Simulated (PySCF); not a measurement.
**Do core-level shifts follow atomic charges?**

Compound: C3H2FO2 (charge -1).
Cartesian coordinates in Å at the PBE0-D3(BJ)/def2-SVP level; atoms count from 1:
```xyz
8
C3H2FO2 angstrom
C     -1.2441   -0.0041   -0.2464
C      0.0166    0.4298   -0.1727
F      0.3118    1.6644   -0.6156
C      1.2096   -0.3829    0.3913
O      2.3019    0.2040    0.3668
O      0.8956   -1.5191    0.7891
H     -1.4352   -1.0108    0.1245
H     -2.0484    0.6136   -0.6569
```

Binding energies: PySCF, delta-SCF UKS SCAN, pcX-2 on the ionised atom, pcseg-1 elsewhere, spin-free X2C. Charges: PBE0/pcSseg-1 ground-state density, for the ionised atom.

```json
{"atom": "C1", "environment": "terminal =CH2 carbon", "C 1s (eV)": "285.81", "Mulliken (e)": "-0.246", "IAO (e)": "-0.418", "Hirshfeld (e)": "-0.189", "ESP (e)": "-0.723"}
{"atom": "C2", "environment": "vinylic C–F carbon", "C 1s (eV)": "287.97", "Mulliken (e)": "+0.073", "IAO (e)": "+0.224", "Hirshfeld (e)": "+0.049", "ESP (e)": "+0.289"}
{"atom": "C4", "environment": "carboxylate carbon", "C 1s (eV)": "288.34", "Mulliken (e)": "+0.412", "IAO (e)": "+0.483", "Hirshfeld (e)": "+0.085", "ESP (e)": "+0.668"}
```

Task: Give the correlation coefficient and slope of binding energy on charge for each scheme.

Result: Hirshfeld: r = 1.00, slope 9.2 eV per e; ESP: r = 0.99, slope 1.9 eV per e; IAO: r = 0.99, slope 2.9 eV per e; Mulliken: r = 0.92, slope 3.8 eV per e. On 3 points no scheme stands out.

Task: The point-charge model writes a binding energy as kq + V + constant, with V the potential of the other atoms' charges at the site. What does it give with the Mulliken charges?

Result: V = Σ 14.40 eV Å × q/r over all other atoms: -1.39 eV at C1, -7.63 eV at C2, -14.66 eV at C4. Fitting binding energy − V to q gives k = 24.0 eV per e and leaves an rms residual of 0.34 eV, against 0.44 eV for the fit on q alone. The model has no term for differences in relaxation between sites.

The unrestricted hole states depart most from a pure doublet (⟨S²⟩ = 0.75; over 0.85 named) for C 1s of C2 (0.86), which makes this value less certain. The species carries charge -1, so core ionisation leaves a neutral species. The basis sets have no added diffuse functions. Geometry: PBE0-D3(BJ)/def2-SVP, one conformer, isolated ion. The geometry's basis has no diffuse functions, a weakness for an anion.
